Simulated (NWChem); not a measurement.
# UBP86-D3(BJ)/6-311+G(d,p) run of NH (imidogen)

Aim: the solvation energy at fixed shape (SMD, octanol) of NH (imidogen) at UBP86-D3(BJ)/6-311+G**, from 2 runs. 

The results are computed with NWChem 7.3.0.

5 further runs of the same task are left out: 1 that didn't finish, 4 set aside as unsound or not needed.

### Step 1. The molecule

NH has 2 atoms, charge 0, and is taken as a triplet. As SMILES, `[NH]`. Geometry: the measured bond length.

Bond lengths: N1–H2 1.036 Å.

### Step 2. Energy and one-electron properties at UBP86-D3(BJ)/6-311+G(d,p)

mol.nw

```
start mol
title "HN"
memory stack 880 mb heap 220 mb global 1100 mb

geometry units angstrom noautosym nocenter noautoz
   N        0.000000       0.000000       0.000000
   H        0.000000       0.000000       1.036210
end

basis spherical bse
   * library 6-311+G**
end

dft
   xc becke88 perdew86
   mult 3
   disp vdw 4
   grid medium
   maxiter 150
end

property
   dipole
   electrondensity
   moldenfile
   molden_norm janpa
end

task dft property
```

On the command line:

```bash
$ nwchem mol.nw > mol.out
```

Standard output:

```text
[...]
          Wavefunction type:  spin polarized.
          No. of atoms     :     2
          No. of electrons :     8
[...]
          Charge           :     0
          Spin multiplicity:     3
[...]
          AO basis - number of functions:    28
[...]
              XC Information
              --------------
                    Becke 1988 Exchange Functional  1.000
                Perdew 1981 Correlation Functional  1.000 local
                Perdew 1986 Correlation Functional  1.000 non-local
[...]
 d= 0,ls=0.0,diis     1    -55.2091794603 -5.88D+01  7.24D-03  9.54D-02     0.2
[...]
 d= 0,ls=0.0,diis     7    -55.2343464113 -2.37D-08  8.24D-07  2.88D-10     0.8
[...]
         Total DFT energy =      -55.234346411254
      One electron energy =      -81.611564374608
           Coulomb energy =       29.979939015512
    Exchange-Corr. energy =       -7.177255795273
 Nuclear repulsion energy =        3.574797331620
    Dispersion correction =       -0.000262588505
[...]
      <S2> =      2.0045 (Exact =     2.0000)
[...]
   Dipole moment        1.6610686633 Debye(s)
             DMX       -0.0000000002 DMXEFC        0.0000000000
             DMY       -0.0000000011 DMYEFC        0.0000000000
             DMZ        1.6610686633 DMZEFC        0.0000000000
   -EFC- dipole         0.0000000000 DEBYE(S)
   Total dipole         1.6610686633 DEBYE(S)
[...]
```

Wall time 1.4 s (1 thread of Intel Xeon at 2.60GHz (Ice Lake), shared host); peak memory 0.15 GiB.

### Step 3. Energy and one-electron properties at UBP86-D3(BJ)/6-311+G(d,p) (SMD octanol)

struct.nw

```
echo
start struct
title "HN properties"
memory total 2200 mb
geometry units angstroms noautosym nocenter noautoz
 N      0.000000     0.000000     0.000000
 H      0.000000     0.000000     1.036210
end
basis spherical bse
 N library 6-311+G**
 H library 6-311+G**
end
cosmo
 do_cosmo_smd true
 solvent octanol
end
dft
 xc becke88 perdew86
 mult 3
 disp vdw 4
 grid medium
 iterations 150
 noprint "final vectors analysis"
end
property
 dipole
 electrondensity
 moldenfile
 molden_norm janpa
end
task dft property
```

On the command line:

```bash
$ nwchem struct.nw > struct.out
```

Standard output:

```text
[...]
          Wavefunction type:  spin polarized.
          No. of atoms     :     2
          No. of electrons :     8
[...]
          Charge           :     0
          Spin multiplicity:     3
[...]
          AO basis - number of functions:    28
[...]
              XC Information
              --------------
                    Becke 1988 Exchange Functional  1.000
                Perdew 1981 Correlation Functional  1.000 local
                Perdew 1986 Correlation Functional  1.000 non-local
[...]
 d= 0,ls=0.0,diis     1    -55.2091794603 -5.88D+01  7.24D-03  9.54D-02     0.2
[...]
 d= 0,ls=0.0,diis     6    -55.2352774188 -9.49D-09  2.99D-07  1.10D-10     1.5
[...]
         Total DFT energy =      -55.235277418789
      One electron energy =      -81.628248665095
           Coulomb energy =       29.999501272279
    Exchange-Corr. energy =       -7.176772525270
 Nuclear repulsion energy =        3.574797331620
    Dispersion correction =       -0.000262588505
[...]
      <S2> =      2.0046 (Exact =     2.0000)
[...]
   Dipole moment        2.0033979259 Debye(s)
             DMX        0.0000000005 DMXEFC        0.0000000000
             DMY       -0.0000000004 DMYEFC        0.0000000000
             DMZ        2.0033979259 DMZEFC        0.0000000000
   -EFC- dipole         0.0000000000 DEBYE(S)
   Total dipole         2.0033979259 DEBYE(S)
[...]
```

It took 2 s on 1 thread of Intel Xeon at 2.60GHz (Ice Lake), shared host; peak memory 0.11 GiB.

### Step 4. Outcome

At UBP86-D3(BJ)/6-311+G**:

| quantity | value |
| --- | --- |
| gas phase: total energy | -55.23435 Eh |
| gas phase: dipole moment | 1.66 D |
| gas phase: HOMO energy (highest over α and β) | -7.97 eV |
| gas phase: LUMO energy (lowest over α and β) | -4.44 eV |
| gas phase: dispersion energy | -0.69 kJ/mol |
| gas phase: ⟨S²⟩ | 2.005 |
| SMD, octanol: total energy | -55.23528 Eh |
| SMD, octanol: dipole moment | 2.00 D |
| SMD, octanol: HOMO energy (highest over α and β) | -7.94 eV |
| SMD, octanol: LUMO energy (lowest over α and β) | -4.42 eV |
| SMD, octanol: dispersion energy | -0.69 kJ/mol |
| SMD, octanol: solvent term in the energy | -2.4 kJ/mol |
| SMD, octanol: ⟨S²⟩ | 2.005 |
| energy change from gas to solvent at fixed shape | -0.025 eV |

What this shows: The solvent model (SMD, octanol) lowers the energy by 0.03 eV (−2.4 kJ/mol) at the same shape.
